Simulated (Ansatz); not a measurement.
A made-up structure of MgSiNH₄ (charge -1), closed shell:

N1  (-1.738, 0.099, -1.095)
Mg2  (1.840, -0.709, 1.540)
Si3  (-0.156, -0.174, 0.017)
H4  (-2.530, -0.526, -1.188)
H5  (-1.927, 0.892, -1.696)
H6  (1.739, 0.906, 2.122)
H7  (2.866, -0.282, 0.227)
(Å)

It is relaxed with PBE-D4/def2-SVPD and then PBE0-D4/def2-TZVPD (Ansatz 0.2.0). Atoms count as bonded within 1.22 times the sum of their covalent radii (H–H: 0.88 Å). The end point is not checked to be a true minimum.

Question: Does its bonding change? (A judgement: the text doesn't fix the answer.)

Answer: The calculation gives: No: no bond forms or breaks.

Where it ends: The first stage lowers the energy by 1.59 eV in 17 steps. It ends as MgSiNH₄ ([NH2][Si][MgH2]), total charge -1:
N1  (-1.129, 0.086, -1.044)
Mg2  (1.139, 0.192, 1.121)
Si3  (-0.932, 1.532, -0.116)
H4  (-0.535, -0.733, -0.913)
H5  (-1.829, -0.039, -1.760)
H6  (2.324, 0.566, 2.416)
H7  (1.054, -1.397, 0.223)
(Å)

Labels in which every atom is bracketed show which atoms are joined, not bond orders.

For scale, one of the runs: PBE0-D4/def2-TZVPD relaxation, 151 basis functions, launched by `ansatz run in.yaml --threads 2 --pin off --events-out ev --progress --plain --max-ram 4352MiB`. The run took about 2.2 min on 2 CPU threads of an Arm Neoverse V2 (shared host).
